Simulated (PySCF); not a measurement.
# Telling isomers of C$_{3}$H$_{5}$NO$_{2}$ apart by NMR

- B3LYP/pcJ-1 coupling constants (spin–dipole term left out of most H,H and C,H couplings)
- PBE0-D3(BJ)/def2-SVP geometry
- shieldings: GIAO PBE0/pcSseg-1
- code: PySCF 2.14
- one conformer, in vacuum, fast rotation and ring inversion assumed for equivalent nuclei, no relativistic terms

Shifts are taken against calculated references (same method and geometry level): 1H (σref 31.27), 13C (σref 184.41) vs TMS. Multiplet labels drop J under 1 Hz and among equivalent protons, and merge close values. Unscaled 3J(H,H) run several per cent high. Acid and N–H amide carbonyl carbons lie up to 10 ppm further downfield in solution (hydrogen bonding). Shifts are as computed. Against solution values, carbons near 30 ppm lie about +2 ppm off and those near 130 ppm about +5 ppm (rms about the fit 1.9 ppm; single classes can miss by 10 ppm). Of 1328 compounds with measured shifts, 309 miss one by over three times the rms of a fit or turn the order of signals round; such compounds aren't used in these exercises. Signals without a measured value on file couldn't be tested in this way; 1H shifts scatter by 0.2 ppm about their fit, and single ones miss by 0.5 ppm. Groups on amide-type nitrogens are kept apart (slow C–N rotation). OH and NH positions are gas-phase values without hydrogen bonding to other molecules.

(1) Tabulate the signals of `NC(=O)CC=O`, `CC(=O)C(N)=O` and their relative energies.

(2) What is the quickest way to tell NC(=O)CC=O from CC(=O)C(N)=O?

Answers

(1) 
```tsv
SMILES	carbon types	δC	δH	E rel. (kcal/mol)
NC(=O)CC=O	1×C 1×CH 1×CH2	206.1, 164.4, 50.4	9.80 (s, 1H), 7.51 (br, 1H), 4.55 (br, 1H), 3.20 (s, 2H)	5.4
CC(=O)C(N)=O	2×C 1×CH3	204.3, 160.2, 27.1	6.50 (br, 1H), 4.15 (br, 1H), 2.48 (s, 3H)	0.0
```

Energies are electronic energies at PBE0/pcSseg-1 on these geometries, without zero-point or thermal terms, each for the one conformer computed, which needn't be the lowest.

(2) Both give the same number of carbon signals, but DEPT or the intensities differ. The first has an aldehyde carbonyl carbon (CH) at 206.1 ppm, the second a methyl carbon α to a carbonyl (CH3) at 27.1 ppm. Their most deshielded carbons lie at 206.1 and 204.3 ppm. In the proton spectra the most deshielded non-exchanging signals are 9.80 (s, 1H) and 2.48 (s, 3H).
